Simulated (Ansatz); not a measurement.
**AlNH₃ (quartet): wave-function methods side by side at distance Al1–H4 along a hydrogen transfer = 2.182 Å, cc-pVDZ**

How much of the correlation energy of AlNH₃ (quartet) does each wave-function method recover here?

The runs use Ansatz 0.2.0, Gaussian basis; cc-pVDZ, correlated electrons: outside noble gas.

To be run: UHF; CCSD(T) on ROHF; CCSD(T) on UHF; BCCD(T) on ROHF; CISD; CCSDT(Q) on ROHF; CCSDT(Q) on UHF; CASSCF and MRCISD+Q, 5 electrons in 5 orbitals; CASSCF and NEVPT2, 5 electrons in 5 orbitals.

**1. The geometry**

The geometry derives from fragments relaxed apart (PBE0/def2-TZVP) and kept rigid, so it is no stationary point. A hydrogen atom is moved between rigid fragments.

5 atoms, charge 0, spin multiplicity 4.

Atoms are counted from 1 here; the program's logs count them from 0.

Bond lengths: Al1–H2 1.586 Å, Al1–H3 1.586 Å, H4–N5 1.139 Å. Angles: H2–Al1–H3 120.0°.

In the tables R marks a restricted open-shell determinant and U an unrestricted one; 'pair' is the active space of 5 electrons in 5 orbitals; correlation energies count from the lowest restricted Hartree-Fock solution.

**2. UHF**

Input file in.yaml:

```yaml
crystal:
  periodic: [false, false, false]
  atoms:
    - {symbol: Al, position_ang: [-1.070551, 0.000000, 0.000000]}
    - {symbol: H, position_ang: [-1.863474, 1.373384, 0.000000]}
    - {symbol: H, position_ang: [-1.863474, -1.373384, 0.000000]}
    - {symbol: H, position_ang: [1.111449, 0.000000, 0.000000]}
    - {symbol: N, position_ang: [2.250449, 0.000000, 0.000000]}
basis:
  gaussian: {orbitals: cc-pVDZ}
magnetization: {spin_polarized: true, initial_magnetization: 3}
hamiltonian: {xc: hf}
output: {orbitals: {seedname: orbitals}}
```

Run with:

```
$ ansatz run in.yaml --threads 1 --pin off --events-out ev --progress --plain --max-ram 2393MiB
```

After this run come: CCSD(T) on ROHF; CCSD(T) on UHF; BCCD(T) on ROHF; CISD; CCSDT(Q) on ROHF; CCSDT(Q) on UHF; CASSCF and MRCISD+Q, 5 electrons in 5 orbitals; CASSCF and NEVPT2, 5 electrons in 5 orbitals.

Q: Predict the results of all the runs planned. Wanted: correlation energy, UCCSDT(Q); RMP2 from UCCSDT(Q); UMP2 from UCCSDT(Q); RCCSD from UCCSDT(Q); RCCSD(T) from UCCSDT(Q); UCCSD(T) from UCCSDT(Q); RCCSDT(Q) from UCCSDT(Q); NEVPT2 pair from UCCSDT(Q); MRCISD+Q pair from UCCSDT(Q).

As calculated:

```
                                      quantity                                                                  value
                 correlation energy, UCCSDT(Q)                                                             -6.0230 eV
                           RMP2 from UCCSDT(Q)                                                          +117.1 kJ/mol
                           UMP2 from UCCSDT(Q)                                                          +117.4 kJ/mol
                          RCCSD from UCCSDT(Q)                                                           +12.1 kJ/mol
                       RCCSD(T) from UCCSDT(Q)                                                            +2.9 kJ/mol
                       UCCSD(T) from UCCSDT(Q)                                                            +2.8 kJ/mol
                      RCCSDT(Q) from UCCSDT(Q)                                                            +0.2 kJ/mol
                    NEVPT2 pair from UCCSDT(Q)                                                          +108.8 kJ/mol
                  MRCISD+Q pair from UCCSDT(Q)                                                            +2.1 kJ/mol
levels of the table within 1 kcal/mol (43 meV)  RCCSD(T), UCCSD(T), BCCD(T), RCCSDT, UCCSDT, RCCSDT(Q), MRCISD+Q pair
                                 T1 diagnostic                                                                  0.024
```

What this shows: RCCSD(T) misses by +2.9 kJ/mol, 0.5 % of the correlation energy. Of the multireference levels listed MRCISD+Q pair comes nearest in total energy (+2.1 kJ/mol), which doesn't show that its space is the better one. These misses are within one basis, not against nature; the frozen cores of restricted and unrestricted runs differ, which can shift their rows.
